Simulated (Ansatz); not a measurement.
## doublet PF(+): levels of theory in one basis

```yaml
atoms:
  - { symbol: P, position_ang: [0.0102, -0.0106, -0.8164] }
  - { symbol: F, position_ang: [0.0405, -0.0268, 0.7566] }
```

Basis set: def2-SVP (spherical functions). Left uncorrelated: 6 orbitals. Correlation on ROHF uses semicanonical orbitals with singles. Charge 1, multiplicity 2.

Computed with Ansatz (development build ahead of 0.2.0); each method stands on the lowest determinant of its kind that the runs found.

```
  method  E − E(ROHF) (eV)  <S²> of the determinant
    ROHF              0.00                        –
     UHF             -0.14                     0.77
ROHF-MP2             -7.33                        –
 UHF-MP2             -7.32                     0.77
```

(1) What does ROHF-CCSD(T) give on the same scale?

## Answers

(1) -7.97 eV.
